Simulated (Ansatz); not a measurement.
A calculation with Ansatz (development build ahead of 0.2.0).

```yaml
crystal:
  periodic: [false, false, false]
  atoms:
    - { symbol: Al, position_ang: [0.0, 0.0, -1.0716] }
    - { symbol: "N", position_ang: [0.0, 0.0, 1.0716] }
basis:
  gaussian: { orbitals: "6-31G" }
magnetization:
  initial_magnetization: 2
hamiltonian:
  xc: hf
correlation:
  method: bccd_t
  frozen_orbitals: { Al: 5, "N": 1 }
```

The input is written out in the form of the current development build from the run's settings. Correlation on restricted open-shell orbitals is semicanonical, with singles.

Output:

* Converged: yes
* Reference energy (starting determinant): -296.24449 hartree
* Correlation energy: -0.10977 hartree
* Total energy: -296.35426 hartree
